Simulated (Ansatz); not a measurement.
Mulliken charges of `C1NCO1` from ωB97M-V/def2-TZVPP in Ansatz (PBE0-D4/def2-TZVP geometry).

```json
{"atom": "C1", "x (Å)": "-0.142", "y (Å)": "0.792", "z (Å)": "-0.615", "charge (e)": "0.072"}
{"atom": "N2", "x (Å)": "0.721", "y (Å)": "-0.377", "z (Å)": "-0.428", "charge (e)": "-0.275"}
{"atom": "C3", "x (Å)": "-0.223", "y (Å)": "-0.778", "z (Å)": "0.616", "charge (e)": "0.072"}
{"atom": "O4", "x (Å)": "-1.106", "y (Å)": "0.298", "z (Å)": "0.310", "charge (e)": "-0.342"}
{"atom": "H5", "x (Å)": "-0.558", "y (Å)": "0.890", "z (Å)": "-1.624", "charge (e)": "0.092"}
{"atom": "H6", "x (Å)": "0.292", "y (Å)": "1.752", "z (Å)": "-0.301", "charge (e)": "0.092"}
{"atom": "H7", "x (Å)": "1.637", "y (Å)": "-0.142", "z (Å)": "-0.069", "charge (e)": "0.104"}
{"atom": "H8", "x (Å)": "-0.695", "y (Å)": "-1.753", "z (Å)": "0.450", "charge (e)": "0.092"}
{"atom": "H9", "x (Å)": "0.163", "y (Å)": "-0.728", "z (Å)": "1.645", "charge (e)": "0.092"}
```

Q: By hand: the dipole of these point charges (1 e Å = 4.8032 D).

A: Σ q r = (0.251, 0.003, 0.020) e Å, of length 0.252 e Å = 1.21 D.

Q: How does the dipole of the full density compare? (Best estimate.)

A: Computed: (0.339, 0.077, 0.121) e Å, 1.77 D; the point charges give 0.68 times that, at 19° from its direction.

Point charges leave out the atoms' own dipoles, such as those of lone pairs, and Mulliken's split depends on the basis, so the two needn't agree.
